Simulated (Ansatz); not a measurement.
Two shapes of singlet H4O2.

Shape 1:

```xyz
6

O    -1.4973   -0.1319    0.0131
H    -1.8792    0.6555   -0.0194
H    -0.5314    0.0418    0.0120
O     1.3951    0.2053   -0.0122
H     1.5683   -0.3698   -0.7470
H     1.5185   -0.3660    0.7501
```

Shape 2:

```xyz
6

O    -1.3396   -0.1445    0.0000
H    -1.7527    0.6381    0.0000
H    -0.4747    0.0808    0.0000
O     1.2636    0.1489    0.0000
H     1.4176   -0.3771   -0.6978
H     1.4176   -0.3771    0.6978
```

Basis set: 6-31G* (spherical functions). Correlated methods keep 2 orbitals frozen. Charge 0, multiplicity 1.

Computed with Ansatz (development build ahead of 0.2.0); each method stands on the lowest determinant of its kind that the runs found.

Question: Which shape is lower in energy, and by how much in each method?

Answer:

| method | E(2) − E(1) (eV) |
| --- | --- |
| RHF | 0.401 |
| RHF-MP2 | 0.632 |

Shape 1 is lower. Caution: no unrestricted run beside it, a lower state can exist.
